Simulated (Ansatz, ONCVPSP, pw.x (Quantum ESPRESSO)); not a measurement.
## Equation-of-state test of one ONCV potential (As (Z = 33))

```
Element                 : As
Generator               : ONCVPSP 4.0.1.1 (patched build)
Type                    : optimised norm-conserving Vanderbilt (ONCV)
Functional              : PBEsol
Relativity              : scalar-relativistic
Frozen core             : [Ar] 3d10
Valence charge          : 5
Reference configuration : 4s2 4p3
Partial waves           : 4s: rc 1.70 bohr, ncon 4, nbas 8, qcut 4.8 1/bohr, 2 projectors, debl 3.8 Ha; 4p: rc 1.90 bohr, ncon 5, nbas 9, qcut 4.6 1/bohr, 1 projector; d scattering state at 0.44 Ha: rc 1.95 bohr, ncon 3, nbas 6, qcut 5.1 1/bohr, 2 projectors, debl 0.7 Ha
Local potential         : polynomial inside 1.20 bohr (lpopt 4, dvloc0 0 Ha)
Core correction         : none
```

Atomic tests: cutoffs needed: 9.8 Ha and 18 Ha (the cutoffs (Ha) at which the residual kinetic energy of the hardest occupied pseudo-wave falls to 1 and 0.1 mHa per electron) The cutoffs count occupied waves only; projector 2 of the d channel, the hardest unoccupied one, needs 39 Ha at the loose tolerance.; ghost test: no bound ghost flagged; GHOST(+) flagged for s at 153.1 eV; largest excitation error: -69 meV (all-electron minus pseudo) for 4s2 4p0, out of 4 test configurations.

Crystal test: sc As in pw.x 7.5, no spin, 12³ k-points, Fermi–Dirac smearing 0.01 Ry, cutoffs 45/180 Ry. The reference is all-electron LAPW (Ansatz 0.2.0) with the same functional, mesh and smearing; V0 and B0 come from Birch–Murnaghan fits to the pressures at five volumes. Errors are pseudo minus all-electron; Δ is the rms difference of the E(V) curves that follow from these fits, minima aligned, over ±6 % about the mean V0. Mesh and smearing are coarse, so the numbers serve the comparison and aren't converged zero-temperature values; the lattice is a test structure that the element need not adopt.

```
V (Å³/atom)  P all-electron (GPa)  P pseudo (GPa)
     18.635                  4.39            4.63
     19.126                  1.83            2.05
     19.616                 -0.40           -0.20
     20.106                 -2.35           -2.17
     20.597                 -4.07           -3.90
```

All-electron: a0 = 2.693 Å (V0 = 19.52 Å³/atom), B0 = 85.3 GPa.

Pseudopotential: mean pressure error (GPa): +0.20; a0 (Å): 2.695; a0 error (%): +0.08; B0 error (%): -0.2; Δ (meV/atom): 0.9.

Question: At the middle volume, how do free energy and pressure move when the wave cutoff is lowered (ecutrho kept at four times it)?

Answer:

```json
{"cutoff (Ry)": "20", "shift of F (meV/atom)": "+93.7", "shift of P (GPa)": "-2.54"}
{"cutoff (Ry)": "27", "shift of F (meV/atom)": "+21.4", "shift of P (GPa)": "+0.18"}
{"cutoff (Ry)": "36", "shift of F (meV/atom)": "+5.4", "shift of P (GPa)": "-0.18"}
```

The run at the middle volume (84 k-points, 6 iterations) took about 8.9 s on one core of a shared host (Neoverse-N1, 64 threads, 124 GiB, load 51).
